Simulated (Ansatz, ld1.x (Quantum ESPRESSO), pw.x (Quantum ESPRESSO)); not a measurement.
## Re (Z = 75): does the TM potential hold in the solid?

```
Element                 : Re
Generator               : ld1.x (Quantum ESPRESSO) 7.5
Type                    : norm-conserving Troullier–Martins (Kleinman–Bylander form)
Functional              : PBEsol
Relativity              : scalar-relativistic
Frozen core             : [Xe] 4f14
Valence charge          : 7
Reference configuration : 5d5 6s2 6p0
Partial waves           : 6p (bound, empty): rc 3.00 bohr; 5d (bound): rc 1.90 bohr; 6s (bound): rc 2.45 bohr
Local potential         : the s channel
Core correction         : Bessel-smoothed model core inside 2.00 bohr
```

Atomic tests: cutoffs needed: 35 Ry and 40 Ry (the cutoffs (Ry, on a coarse ladder) from which the occupation-weighted sum of valence levels, in a spherical-Bessel basis at the reference potential, stays within 10 and 1 mRy of its value at 400 Ry); ghost test: no extra level below or beside the all-electron valence levels (p, d, s, f tested) (spherical-Bessel basis up to 400 Ry, 20 bohr box); largest excitation error: -182 meV (all-electron minus pseudo) for 5d4 6s0 6p0, out of 7 test configurations.

Crystal test: diamond Re in pw.x 7.5, no spin, 8³ k-points, Fermi–Dirac smearing 0.01 Ry, cutoffs 50/200 Ry. The lattice is a test structure that the element need not adopt, and mesh and smearing are coarse.

pw.x input:

```
&control
  calculation='scf', prefix='x', pseudo_dir='./', outdir='./tmp', tstress=.true., disk_io='low'
/
&system
  ibrav=0, nat=2, ntyp=1, ecutwfc=50, ecutrho=200, nbnd=15,
  occupations='smearing', smearing='fd', degauss=0.01
/
&electrons
  conv_thr=1e-09, mixing_beta=0.4, electron_maxstep=70
/
ATOMIC_SPECIES
Re 1.0 Re.UPF
CELL_PARAMETERS angstrom
  0.00000000 2.79663712 2.79663712
  2.79663712 0.00000000 2.79663712
  2.79663712 2.79663712 0.00000000
ATOMIC_POSITIONS crystal
Re 0.0000 0.0000 0.0000
Re 0.2500 0.2500 0.2500
K_POINTS automatic
8 8 8 0 0 0
```

```bash
pw.x < Re.scf.in > Re.scf.out
```

Question: How does the run end?

Answer: It converges; the pressure is 4.39 GPa against 0.08 GPa from all-electron LAPW. The largest radius (3.00 bohr) exceeds half the bond length (2.29 bohr), so the spheres overlap, which is one possible source of error among others. This is a poor potential for the solid. The log shows:

```
     number of Kohn-Sham states=           15
     kinetic-energy cutoff     =      50.0000  Ry
     charge density cutoff     =     200.0000  Ry
     scf convergence threshold =      1.0E-09
     Exchange-correlation= PBESOL
     number of k points=    29  Fermi-Dirac smearing, width (Ry)=  0.0100
     iteration #  1     ecut=    50.00 Ry     beta= 0.40
     total energy              =     -65.44254956 Ry
     estimated scf accuracy    <       0.06303943 Ry
     iteration #  2     ecut=    50.00 Ry     beta= 0.40
     total energy              =     -65.43664644 Ry
     estimated scf accuracy    <       0.01694936 Ry
     iteration #  3     ecut=    50.00 Ry     beta= 0.40
     total energy              =     -65.43781618 Ry
     estimated scf accuracy    <       0.00024822 Ry
     iteration #  4     ecut=    50.00 Ry     beta= 0.40
     total energy              =     -65.43790379 Ry
     estimated scf accuracy    <       0.00000729 Ry
     iteration #  5     ecut=    50.00 Ry     beta= 0.40
     total energy              =     -65.43790448 Ry
     estimated scf accuracy    <       0.00000143 Ry
     iteration #  6     ecut=    50.00 Ry     beta= 0.40
     total energy              =     -65.43790456 Ry
     estimated scf accuracy    <          9.2E-09 Ry
     iteration #  7     ecut=    50.00 Ry     beta= 0.40
     total energy              =     -65.43790456 Ry
     estimated scf accuracy    <          2.6E-09 Ry
     iteration #  8     ecut=    50.00 Ry     beta= 0.40
     the Fermi energy is     9.8872 ev
!    total energy              =     -65.43790456 Ry
     estimated scf accuracy    <          6.2E-11 Ry
     smearing contrib. (-TS)   =      -0.00578482 Ry
     The total energy is F=E-TS. E is the sum of the following terms:
     one-electron contribution =      13.82690799 Ry
     hartree contribution      =       4.88395641 Ry
     xc contribution           =     -34.19801038 Ry
     ewald contribution        =     -49.94497377 Ry
     convergence has been achieved in   8 iterations
          total   stress  (Ry/bohr**3)                   (kbar)     P=       43.89
```
